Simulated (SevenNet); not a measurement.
**CaB6-type CaB6**

The numbers are results of the machine-learned potential SevenNet-l3i5 (trained on PBE and PBE+U data), not measurements.

Cell (relaxed at this level):

```
CaB6
1.0
    4.14792     0.00000     0.00000
    0.00000     4.14792     0.00000
    0.00000     0.00000     4.14792
Ca B
1 6
Direct
  0.00000   0.00000   0.00000
  0.79851   0.50000   0.50000
  0.50000   0.20149   0.50000
  0.50000   0.79851   0.50000
  0.20149   0.50000   0.50000
  0.50000   0.50000   0.79851
  0.50000   0.50000   0.20149
```

```
Quantity                   Result
------------------  -------------
lattice constant a        4.148 Å
volume per atom     10.20 Å³/atom
```

Measured, for comparison: lattice constant a 4.151 Å, equilibrium volume per atom 10.22 Å³/atom (temperature not stated, no zero-point or thermal correction; as tabulated in Singh (2010), arXiv:1009.1807). Computed (rounded) less measured: lattice constant a -0.1 %, equilibrium volume per atom -0.2 %.

A machine-learned potential is trained on density-functional data: it inherits that level's misses and adds fitting errors of its own.
